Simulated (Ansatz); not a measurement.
**C3H4O3 (ethylene carbonate): entropy by statistical mechanics**

A singlet with charge 0, relaxed at HF/6-31G* (Cartesian functions) (Ansatz 0.2.0):

```xyz
10

O    -1.4405   -0.4753    2.1856
C    -0.8055   -0.2658    1.2221
O    -0.8185   -1.0141    0.1203
C     0.1751   -0.5834   -0.7855
C     0.5135    0.8106   -0.2593
O     0.0354    0.7557    1.0680
H     1.0147   -1.2639   -0.7368
H    -0.2355   -0.5865   -1.7830
H     1.5702    1.0270   -0.2421
H    -0.0088    1.5958   -0.7894
```

Harmonic wavenumbers in cm⁻¹: 151, 197, 575, 770, 788, 873, 968, 999, 1054, 1194, 1258, 1282, 1314, 1364, 1371, 1544, 1571, 1677, 1690, 2103, 3265, 3267, 3326, 3341.

Masses in u: O 15.999, C 12.011, H 1.008. Take T = 298.15 K, p = 1 bar, R = 8.3145 J/(mol K), kT/hc = 207.22 cm⁻¹, rigid rotor and harmonic oscillator.

Task: Work out S° at 298 K.

Result: 
1. Translation (Sackur–Tetrode): S = R[3/2 ln M + 5/2 ln T − 1.1517] with M = 88.062 gives 164.7 J/(mol K).
2. Rotation: principal moments 60.897, 128.375, 181.809 u Å² give A, B, C = 0.2768, 0.1313, 0.0927 cm⁻¹; the symmetry number is σ = 2; q = (√π/σ)√((kT/hc)³/ABC) = 45545; S = R(ln q + 3/2) = 101.7.
3. Vibration: with u = ν̃/207.22, each mode gives R[u/(eᵘ − 1) − ln(1 − e⁻ᵘ)]; the sum is 26.8, most from 151 cm⁻¹ (11.1), 197 cm⁻¹ (9.0), 575 cm⁻¹ (2.1).
4. Spin and the two mirror images of this shape: R ln 2 = 5.8.
5. Sum: 164.7 + 101.7 + 26.8 + 5.8 = 299.0 J/(mol K).

No measured value is set beside it here. Where a soft mode is a torsion, a harmonic oscillator describes it poorly.
